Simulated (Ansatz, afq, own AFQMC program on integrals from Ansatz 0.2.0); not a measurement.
Integrals from Ansatz 0.2.0, then the random walk in our own AFQMC program (afq).

```yaml
crystal:
  periodic: [false, false, false]
  atoms:
    - {symbol: Al, position_ang: [0.000000, 0.000000, -0.118619]}
    - {symbol: H, position_ang: [0.000000, -0.384792, 1.922431]}
    - {symbol: H, position_ang: [0.000000, 0.384794, 1.922430]}
    - {symbol: H, position_ang: [0.000000, 1.536935, -0.334772]}
    - {symbol: H, position_ang: [0.000000, -1.536935, -0.334770]}
basis:
  gaussian: {orbitals: 6-31G}
total_charge: 1
magnetization: {spin_polarized: false}
correlation: {method: ccsd_t, electrons: outside_noble_gas, hamiltonian_folder: ham}
```

```sh
$ ansatz run in.yaml --threads 1 --pin off --events-out ev --progress --plain --max-ram 24576MiB --backend cuda --devices 0, --max-vram 18GiB
```

afq runs on the folder ham with

```
--method free --trial cisd --walkers 50 --time-step 0.05 --max-blocks 120 --target-error 0.00058 --factor-cut 0.001 --seed 9429 --times 0.0,0.5,1.0,2.0,3.0,4.0 --taylor-order 6
```

Times are imaginary, in 1/Eh. The walk had a cap of 60 s.

Output of the walk:

```
orbitals 16  electrons 3 3  factors 67 of 266
reference energy -243.87042497 Eh
CCSD correlation -0.06888099 Eh in 8 cycles, weight of the determinant in the CISD state 0.9496
repeat  energy at the last time / Eh  error
    10  -243.940189  0.000111
    20  -243.940204  0.000077
    30  -243.940148  0.000076
time / (1/Eh)  energy / Eh  error  mean overlap
  0.00  -243.939260  0.000058  1.0533
  0.50  -243.939692  0.000065  1.0533
  1.00  -243.939911  0.000053  1.0361
  2.00  -243.939954  0.000058  1.0541
  3.00  -243.940175  0.000075  1.0233
  4.00  -243.940132  0.000074  1.0179
energy -243.940132 +/- 0.000074 Eh
```

The run passed its tests (error under three times the target), which doesn't prove that it has relaxed.

Against this walk (error 2.0 meV) on the same determinant: CCSD(T) 9.4 meV higher, CCSDT(Q) 2.0 meV higher (within the noise), CCSDTQ 1.7 meV higher (within the noise), full CI 1.7 meV higher (within the noise). The error is statistical, and a free projection of finite length keeps a remainder of its start.

Cautions: remainder of the start not in the error; the coarse factor cut changes the integrals a little; the time-step error isn't removed.

The walk took 2.8 s on 1 × NVIDIA H100 80GB HBM3 with 2 threads of AMD EPYC 7R13 Processor (Zen 3), on a shared host (the card was shared). The log's last line is the free-projection energy.

CCSDT and higher add their correlation energy to the determinant of the CCSD(T) run, since their own runs factorise the integrals more tightly (a shift of under 2 meV). A walk keeps the symmetry of its determinant, which the program's search chose and which needn't be the lowest solution, so a lower state of the same spin and another symmetry isn't excluded.
